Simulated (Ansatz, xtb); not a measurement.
System: CHOS, net charge 1, singlet state. It need not be the lowest isomer of its formula. SMILES: O=C=[SH+]
Structure (B3LYP-D3(BJ)/def2-TZVP (Ansatz, an electronic-structure program) minimum search):
```xyz
4

O      0.3696     0.6925    -1.5532
C      0.1278     0.2560    -0.5478
S     -0.1936    -0.4855     0.8930
H     -0.6258     0.6926     1.4247
```
Charge +1, spin multiplicity 1.

Harmonic wavenumbers from GFN2-xTB (xtb, at its own minimum), cm⁻¹: 376, 421, 779, 824, 2172, 2256.

Task: Give the harmonic wavenumbers at B3LYP-D3(BJ)/def2-TZVP (Ansatz, finite differences of forces, unscaled).

Result: 403, 472, 718, 979, 2272, 2550 cm⁻¹. Zero-point energy 10.6 kcal/mol.

Task: From these and the geometry, give the ideal-gas thermochemistry at 298.15 K and 1 atm (rigid rotor, harmonic oscillator).

Result: Point group Cs, rotational symmetry number 1. Rotational constants 278.1, 5.715, 5.6 GHz. S(trans) 38.25, S(rot) 21.12, S(vib) 2.07, S(elec, spin only) 0.00, S 61.4 cal/(mol K). H(298) - H(0) 2.81 kcal/mol; G - E(el) -4.9 kcal/mol.
